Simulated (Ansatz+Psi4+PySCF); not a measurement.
## doublet C2H: levels of theory in one basis

```csv
atom,x (Å),y (Å),z (Å)
C,0.0011,-0.0092,-0.4664
C,0.0056,-0.0015,0.7253
H,0.0069,0.0069,-1.5292
```

Basis set: cc-pVTZ (spherical functions). Correlated methods keep 2 orbitals frozen. Correlation on ROHF uses semicanonical orbitals with singles. Charge 0, multiplicity 2.

Computed with Ansatz (development build ahead of 0.2.0) and Psi4 1.11; each method stands on the lowest determinant of its kind that the runs found.

| method | E − E(ROHF) (eV) | <S²> of the determinant |
| --- | --- | --- |
| ROHF | 0.00 | 0.75 |
| UHF | -0.39 | 1.08 |
| UHF-MP2 | -7.01 | 1.08 |
| ROHF-CCSD | -7.87 | – |
| ROHF-CCSD(T) | -8.29 | – |
| UHF-CCSD(T) | -8.27 | 1.08 |

Task: What does ROHF-MP2 give on the same scale?

Result: -7.46 eV.

Caution for UHF, UHF-MP2, UHF-CCSD(T): the unrestricted determinant is spin contaminated. Caution for UHF-MP2, UHF-CCSD(T): large amplitudes, a single reference is doubtful.
